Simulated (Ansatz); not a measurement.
System: NH₂, charge 0, multiplicity 2. 
Geometry from a B3LYP-D3(BJ)/def2-TZVP (Ansatz, a first-principles code) optimisation:
SMILES: [NH2]
```xyz
3

N      0.0046     0.0019     0.1418
H     -0.0276     0.7996    -0.5065
H     -0.0044    -0.8126    -0.4860
```
Charge 0, spin multiplicity 2.

Basis-set convergence of Hartree-Fock and MP2 correlation energies (hartree) with Ansatz. Cores are frozen in the correlated levels unless marked. UHF or UKS for open shells. No spin-orbit coupling. No relativistic terms.

```
basis    functions      E(HF)  E(corr, MP2)
-------  ---------  ---------  ------------
cc-pVDZ         24  -55.56699      -0.14364
cc-pVTZ         58  -55.58579      -0.18471
cc-pVQZ        115  -55.59045      -0.19855
cc-pV5Z        201  -55.59178      -0.20401
```

Extrapolating the two largest sets (X = 4 and 5) as X^-3: E(corr) = (125·(-0.20401) - 64·(-0.19855))/61 = -0.2097 Eh, an estimate of the basis-set limit. The largest set recovers 97.3 % of it, the smallest 68.5 %.
